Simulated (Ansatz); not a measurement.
```xyz
26

C     1.3284    1.8872   -1.3064
C     0.5236    0.5983   -1.3677
C     0.3031   -0.1409   -0.0370
C     1.6527   -0.4813    0.5928
C    -0.5175    0.7474    0.9112
C    -0.9308    0.1126    2.2293
C    -0.4185   -1.4688   -0.3239
C    -1.8245   -1.3713   -0.8932
H     2.3407    1.7212   -0.9316
H     0.8552    2.6376   -0.6692
H     1.4198    2.3233   -2.3040
H    -0.4530    0.8204   -1.8100
H     1.0188   -0.0950   -2.0585
H     2.1939    0.4145    0.9059
H     1.5303   -1.1176    1.4723
H     2.2834   -1.0244   -0.1174
H    -1.4136    1.0916    0.3825
H     0.0641    1.6492    1.1264
H    -0.0674   -0.2238    2.8078
H    -1.5868   -0.7486    2.0826
H    -1.4734    0.8328    2.8462
H    -0.4507   -2.0534    0.6016
H     0.2094   -2.0456   -1.0134
H    -1.8461   -0.8518   -1.8535
H    -2.2388   -2.3690   -1.0561
H    -2.5023   -0.8448   -0.2168
```

Charge 0, multiplicity 1.

List the PBE/def2-TZVPP orbital energies in eV (the Gaussian-basis code of Ansatz). (Estimate.)

The calculation gave: Occupied: -269.03, -268.60, -268.60, -268.60, -268.46, -268.45, -268.44, -268.38, -20.66, -18.50, -18.37, -17.48, -15.88, -15.12, -14.76, -12.55, -11.53, -11.16, -10.83, -10.71, -10.08, -9.68, -9.26, -9.07, -8.97, -8.72, -8.66, -8.33, -8.13, -7.70, -7.29, -7.11, -7.05. Lowest empty: 0.33, 0.83, 1.04, 1.17, 1.74, 1.85, 2.05, 2.12.
